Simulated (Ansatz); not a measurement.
**C5H12O (neopentyl alcohol): levels of theory compared**

We compute a comparison of 5 runs (SVWN5/6-31G*, r2SCAN/6-31G*, wB97X/6-31G*, MP2/6-31G*, CCSD(T)/6-31G*) of C5H12O (neopentyl alcohol). 

Program for the calculation: Ansatz 0.2.0.

36 further runs of the same task are left out: 36 set aside as unsound or not needed. Runs told in other sessions of the task aren't counted.

### 1 The system as given

C5H12O: 18 atoms, total charge 0, spin state singlet. SMILES: `CC(C)(C)CO`. The C1–H7 distance was set to 1.969 Å, away from the relaxed value. At this shape a bond of the SMILES string is far longer than usual.

Bond lengths: C1–C2 1.524 Å, C2–C3 1.524 Å, C2–C4 1.526 Å, C2–C5 1.531 Å, C5–O6 1.411 Å, C1–H8 1.092 Å, C1–H9 1.093 Å, C3–H10 1.094 Å, C3–H11 1.093 Å, C3–H12 1.094 Å, C4–H13 1.095 Å, C4–H14 1.094 Å, C4–H15 1.093 Å, C5–H16 1.100 Å, C5–H17 1.094 Å, O6–H18 0.960 Å. Some angles: C1–C2–C3 110.1°, C1–C2–C4 109.9°, C1–C2–C5 109.7°, C3–C2–C4 109.6°, C3–C2–C5 107.7°, C4–C2–C5 109.9°, C2–C5–O6 114.5°, C2–C1–H8 110.8°, C2–C1–H9 110.8°, C2–C3–H10 111.4°.

### 2 A single-point energy at SVWN5/6-31G(d) (spherical functions) (run 1)

run.yaml

```yaml
crystal:
  periodic: [false, false, false]
  atoms:
    - {symbol: C, position_ang: [-0.533469, -1.363593, -0.203839]}
    - {symbol: C, position_ang: [-0.053909, -0.062653, -0.837489]}
    - {symbol: C, position_ang: [1.439761, 0.119317, -0.593159]}
    - {symbol: C, position_ang: [-0.327509, -0.084473, -2.338509]}
    - {symbol: C, position_ang: [-0.777909, 1.122787, -0.193849]}
    - {symbol: O, position_ang: [-2.181749, 1.095337, -0.330959]}
    - {symbol: H, position_ang: [-0.101730, -1.410250, 1.716370]}
    - {symbol: H, position_ang: [-1.615119, -1.469553, -0.306559]}
    - {symbol: H, position_ang: [-0.055699, -2.225953, -0.676749]}
    - {symbol: H, position_ang: [1.809341, 1.041187, -1.051959]}
    - {symbol: H, position_ang: [2.006031, -0.714393, -1.016429]}
    - {symbol: H, position_ang: [1.661591, 0.163017, 0.477071]}
    - {symbol: H, position_ang: [-0.030219, 0.857567, -2.810369]}
    - {symbol: H, position_ang: [-1.385899, -0.260083, -2.552179]}
    - {symbol: H, position_ang: [0.232821, -0.888733, -2.822059]}
    - {symbol: H, position_ang: [-0.364649, 2.058727, -0.598359]}
    - {symbol: H, position_ang: [-0.584889, 1.120477, 0.882931]}
    - {symbol: H, position_ang: [-2.398889, 1.253807, -1.252549]}
basis:
  gaussian: {orbitals: 6-31G_st_-spherical.json}
magnetization: {spin_polarized: false, initial_magnetization: 0}
hamiltonian: {xc: {name: SVWN5}}
accuracy: high
output: {orbitals: {seedname: orbitals}}
```

The basis set 6-31G* is read from a file made from the Basis Set Exchange's data (not shown).

Launch:

```console
$ ansatz run run.yaml --threads 1 --pin off --max-ram 3480MiB --events-out events.jsonl --progress --plain --runs-dir runs
```

The program printed:

```text
Warning: RAYON_NUM_THREADS=1 ignored (pool sized by the plan → 1); use --threads N
Functional definition: SVWN5
  name "SVWN5"
  exchange = slater_x
  correlation = vwn5_c
2829 factors; integrals over basis functions are off by at most 3.4e-9 eV
mean field evaluation 1: about -7339.3967 eV, gradient 8.7e1 eV
mean field evaluation 2: about -7303.2306 eV, gradient 1.4e2 eV
mean field evaluation 4: about -7358.0412 eV, gradient 1.3e1 eV
mean field evaluation 8: about -7358.5221 eV, gradient 2.1e-1 eV
mean field evaluation 16: about -7358.5222 eV, gradient 6.8e-5 eV
mean field -7358.52216288 eV, -270.4207017005 hartree, gradient 4.4e-8 eV, S^2 0.000000; 0 other end points of the search recorded, 0 dependent functions left out
reference -7358.52216573 eV, -270.4207018051 hartree; 25, 25 occupied and 83, 83 virtual orbitals, 2829 factors
Total energy: -7358.52216573 eV, -270.4207018051 hartree
```

Run time: 8.7 s. Hardware: 1 thread of AMD EPYC 7R43 (Zen 3), shared host; peak memory 0.38 GiB.

### 3 The energy at r2SCAN/6-31G(d) (spherical functions) (run 2)

job.yaml

```yaml
crystal:
  periodic: [false, false, false]
  atoms:
    - symbol: C
      position_ang: [-0.533469, -1.363593, -0.203839]
    - symbol: C
      position_ang: [-0.053909, -0.062653, -0.837489]
    - symbol: C
      position_ang: [1.439761, 0.119317, -0.593159]
    - symbol: C
      position_ang: [-0.327509, -0.084473, -2.338509]
    - symbol: C
      position_ang: [-0.777909, 1.122787, -0.193849]
    - symbol: O
      position_ang: [-2.181749, 1.095337, -0.330959]
    - symbol: H
      position_ang: [-0.101730, -1.410250, 1.716370]
    - symbol: H
      position_ang: [-1.615119, -1.469553, -0.306559]
    - symbol: H
      position_ang: [-0.055699, -2.225953, -0.676749]
    - symbol: H
      position_ang: [1.809341, 1.041187, -1.051959]
    - symbol: H
      position_ang: [2.006031, -0.714393, -1.016429]
    - symbol: H
      position_ang: [1.661591, 0.163017, 0.477071]
    - symbol: H
      position_ang: [-0.030219, 0.857567, -2.810369]
    - symbol: H
      position_ang: [-1.385899, -0.260083, -2.552179]
    - symbol: H
      position_ang: [0.232821, -0.888733, -2.822059]
    - symbol: H
      position_ang: [-0.364649, 2.058727, -0.598359]
    - symbol: H
      position_ang: [-0.584889, 1.120477, 0.882931]
    - symbol: H
      position_ang: [-2.398889, 1.253807, -1.252549]
basis:
  gaussian:
    orbitals: 6-31G_st_-spherical.json
hamiltonian:
  xc: {name: r2SCAN}
accuracy: high
output: {orbitals: {seedname: orbitals}}
```

The basis set 6-31G* is read from a file made from the Basis Set Exchange's data (not shown).

Launch:

```console
$ ansatz run job.yaml --threads 1 --pin off --max-ram 3480MiB --events-out events.jsonl --progress --plain --runs-dir runs
```

The program printed:

```text
Warning: RAYON_NUM_THREADS=1 ignored (pool sized by the plan → 1); use --threads N
Functional definition: r2SCAN
  name "r2SCAN"
  parameter k0 = 0.174
  parameter k1 = 0.065
  parameter a1 = 4.9479
  exchange = r2scan_x(k0 = k0, k1 = k1, a1 = a1)
  correlation = r2scan_c
2829 factors; integrals over basis functions are off by at most 3.4e-9 eV
mean field evaluation 1: about -7406.3568 eV, gradient 7.3e1 eV
mean field evaluation 2: about -7388.6154 eV, gradient 1.0e2 eV
mean field evaluation 4: about -7419.5622 eV, gradient 1.0e1 eV
mean field evaluation 8: about -7419.8839 eV, gradient 6.1e-1 eV
mean field evaluation 16: about -7419.8848 eV, gradient 2.2e-4 eV
mean field -7419.88479878 eV, -272.6757369766 hartree, gradient 3.6e-8 eV, S^2 0.000000; 0 other end points of the search recorded, 0 dependent functions left out
reference -7419.88479940 eV, -272.6757369995 hartree; 25, 25 occupied and 83, 83 virtual orbitals, 2829 factors
Total energy: -7419.88479940 eV, -272.6757369995 hartree
```

Run time: 26 s. Hardware: 1 thread of AMD EPYC 7R43 (Zen 3), shared host; peak memory 0.47 GiB.

Runs 3 to 4 aren't shown in full; the table further down has their settings and results.

### 4 A single-point energy at CCSD(T)/6-31G(d) (spherical functions) (run 5)

input.yaml

```yaml
basis:
  gaussian:
    orbitals: 6-31G_st_-spherical.json
crystal:
  periodic: [false, false, false]
  atoms:
    - {symbol: C, position_ang: [-0.533469, -1.363593, -0.203839]}
    - {symbol: C, position_ang: [-0.053909, -0.062653, -0.837489]}
    - {symbol: C, position_ang: [1.439761, 0.119317, -0.593159]}
    - {symbol: C, position_ang: [-0.327509, -0.084473, -2.338509]}
    - {symbol: C, position_ang: [-0.777909, 1.122787, -0.193849]}
    - {symbol: O, position_ang: [-2.181749, 1.095337, -0.330959]}
    - {symbol: H, position_ang: [-0.101730, -1.410250, 1.716370]}
    - {symbol: H, position_ang: [-1.615119, -1.469553, -0.306559]}
    - {symbol: H, position_ang: [-0.055699, -2.225953, -0.676749]}
    - {symbol: H, position_ang: [1.809341, 1.041187, -1.051959]}
    - {symbol: H, position_ang: [2.006031, -0.714393, -1.016429]}
    - {symbol: H, position_ang: [1.661591, 0.163017, 0.477071]}
    - {symbol: H, position_ang: [-0.030219, 0.857567, -2.810369]}
    - {symbol: H, position_ang: [-1.385899, -0.260083, -2.552179]}
    - {symbol: H, position_ang: [0.232821, -0.888733, -2.822059]}
    - {symbol: H, position_ang: [-0.364649, 2.058727, -0.598359]}
    - {symbol: H, position_ang: [-0.584889, 1.120477, 0.882931]}
    - {symbol: H, position_ang: [-2.398889, 1.253807, -1.252549]}
correlation:
  method: ccsd_t
  frozen_orbitals: {C: 1, H: 0, O: 1}
scf:
  omitted_lower_state_checks: [cluster_reference, increment]
accuracy: high
```

The basis set 6-31G* is read from a file made from the Basis Set Exchange's data (not shown).

Launch:

```console
$ ansatz run input.yaml --threads 1 --pin off --max-ram 3480MiB --events-out events.jsonl --progress --plain --runs-dir runs
```

The program printed:

```text
Warning: RAYON_NUM_THREADS=1 ignored (pool sized by the plan → 1); use --threads N
[... 11 lines left out ...]
6 core orbitals not correlated: weight in the atoms' cores, before any rotation towards them, 1.000 or more for the frozen orbitals, at most 0.000 for the correlated occupied ones
[... 26 lines left out ...]
Total energy: -7401.24323751 eV, -271.9906722356 hartree
Checks for a lower state left out: cluster_reference, increment
```

Run time: 89 s. Hardware: 1 thread of AMD EPYC 7R43 (Zen 3), shared host; peak memory 1.1 GiB.

### 5 The series

```
run                                 level  frozen core orbitals  energy (Eh)  HOMO energy (eV)  LUMO energy (eV)  HOMO–LUMO gap (eV)  wall time
  1    SVWN5/6-31G* (spherical functions)                     –  -270.420702             -5.86             -2.07                3.79      8.7 s
  2   r2SCAN/6-31G* (spherical functions)                     –  -272.675737             -6.20             -1.94                4.25       26 s
  3    wB97X/6-31G* (spherical functions)                     –  -272.774033             -9.74              1.11               10.85       55 s
  4      MP2/6-31G* (spherical functions)                     6  -271.883859                 –                 –                   –      9.3 s
  5  CCSD(T)/6-31G* (spherical functions)                     6  -271.990672                 –                 –                   –       89 s
```

### 6 Results

```
                                          quantity          value
                               run 5: total energy  -271.99067 Eh
run 5: correlation energy (6 core orbitals frozen)     -955.3 mEh
                             run 5: (T) correction     -28.66 mEh
                              run 5: T1 diagnostic          0.014
```

Over runs 1, 2, 3 the HOMO–LUMO gap runs from 3.79 eV (SVWN5/6-31G*) to 10.85 eV (wB97X/6-31G*). Totals of different functionals can't be ranked against each other. In runs 4, 5 the log says that unrestricted orbitals would lower the reference, so the values rest on an unstable closed-shell determinant (other closed-shell runs at this shape may share the fault). In all runs a closed-shell determinant meets a far-stretched bond; if it breaks into open shells, such a determinant describes it badly, and no broken-symmetry solution was shown. All runs together took 3.1 min, the longest 89 s.
